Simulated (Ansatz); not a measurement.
# HO+ (singlet): the correlation ladder, aug-cc-pVDZ

The task here is to estimate one member of a computed series from the others.

The runs use Ansatz 0.2.0, Gaussian basis; aug-cc-pVDZ, core rule «outside noble gas», up to 1 orbitals frozen.

To be run: UHF; CCSD(T) on RHF; CCSD(T) on UHF; BCCD(T) on RHF; CISD; CCSDT(Q) on RHF; CCSDT(Q) on UHF; CCSDTQ on RHF; CASSCF and MRCISD+Q, 6 electrons in 5 orbitals; CASSCF and NEVPT2, 6 electrons in 5 orbitals; Full CI; Full CI in the symmetry of the determinant.

11 further runs of the same task are left out: 1 for a mislabelled method, 3 that didn't finish, 7 set aside as unsound or not needed.

## The geometry

The geometry is a PBE0/def2-TZVP stationary point (not a proven minimum).

2 atoms, charge 1, spin multiplicity 1.

Atoms are counted from 1 here; the program's logs count them from 0.

Bond lengths: O1–H2 1.037 Å.

The first run:

in.yaml reads:

```yaml
crystal:
  periodic: [false, false, false]
  atoms:
    - {symbol: O, position_ang: [0.000000, 0.000000, 0.000000]}
    - {symbol: H, position_ang: [0.000000, 0.000000, 1.036612]}
basis:
  gaussian: {orbitals: aug-cc-pVDZ}
total_charge: 1
magnetization: {spin_polarized: true, initial_magnetization: 0}
hamiltonian: {xc: hf}
output: {orbitals: {seedname: orbitals}}
```

Launch:

```console
> ansatz run in.yaml --threads 1 --pin off --events-out ev --progress --plain --max-ram 2176MiB
```

Among the steps run: UHF; CCSD(T) on RHF; CCSD(T) on UHF; BCCD(T) on RHF; CISD; CCSDT(Q) on RHF; CCSDT(Q) on UHF; CCSDTQ on RHF; CASSCF and MRCISD+Q, 6 electrons in 5 orbitals; CASSCF and NEVPT2, 6 electrons in 5 orbitals; Full CI; Full CI in the symmetry of the determinant.

One of the session's tables, all rows but one given; the rest of the session is left out.

| method | from FCI (meV) |
| --- | --- |
| RHF | +5012.2 |
| RMP2 | +1472.9 |
| CISD | +737.1 |
| RCCSD | +495.5 |
| RCCSD(T) | +236.4 |
| BCCD(T) | +237.3 |
| RCCSDT | +11.3 |
| RCCSDT(Q) | -4.2 |
| RCCSDTQ | +0.2 |
| CASSCF valence | +3253.9 |
| NEVPT2 valence | +543.5 |
| MRCISD valence | +93.3 |
| MRCISD+Q valence | ? |
| FCI | 0 |

**Question.** Estimate the row for MRCISD+Q valence.

As computed: from FCI (meV): -3.5. In the column «from FCI (meV)» it lies between RCCSDT(Q) (-4.2) and FCI (0).

Left out of the table: UHF, UMP2, UCCSD, UCCSD(T), UCCSDT, UCCSDT(Q) (another determinant or state than the rows shown).

Limits of these values: The report flags that the cluster equations may have other roots. The program flags RCCSDT(Q), RCCSDTQ as in doubt, so those rows may rest on another solution; read them beside their warnings. RCCSDT(Q), MRCISD+Q valence fall below full CI, which methods that aren't variational can do.
